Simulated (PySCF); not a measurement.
System (SMILES): [H][H] (H2).
Geometry (B3LYP-D3(BJ)/def2-TZVP, fixed):
```xyz
2

H      0.0000     0.0000    -0.3720
H      0.0000     0.0000     0.3720
```

Basis-set convergence of the mean static polarisability at PBE with PySCF. All functions are spherical. Density fitting with generated auxiliary sets. No added dispersion term, no relativity. Reference: the value in aug-cc-pV5Z, 5.70 bohr³. Deviations are taken from unrounded values.

| basis | functions |
|---|---|
| pcseg-1 | 10 |
| aug-pcseg-1 | 18 |
| pcseg-2 | 28 |
| aug-pcseg-2 | 46 |
| pcseg-3 | 66 |
| aug-pcseg-3 | 98 |
| pcseg-4 | 122 |

Problem. Which is the smallest pcseg set listed that can be trusted to 1 % here, that is, within that of the reference together with its larger relatives (same family, alike in diffuse functions; a set with none to test it counts only in the reference's own line)?

Solution. Of the sets listed that have larger relatives (same family, alike in diffuse functions), none stays within 1 % of the reference together with them. Inside, with no larger relative to test it: aug-pcseg-3. Value minus reference over the reference: pcseg-1 -51.8, aug-pcseg-1 -6.3, pcseg-2 -31.9, aug-pcseg-2 -1.7, pcseg-3 -8.3, aug-pcseg-3 0.0, pcseg-4 -3.5 %.
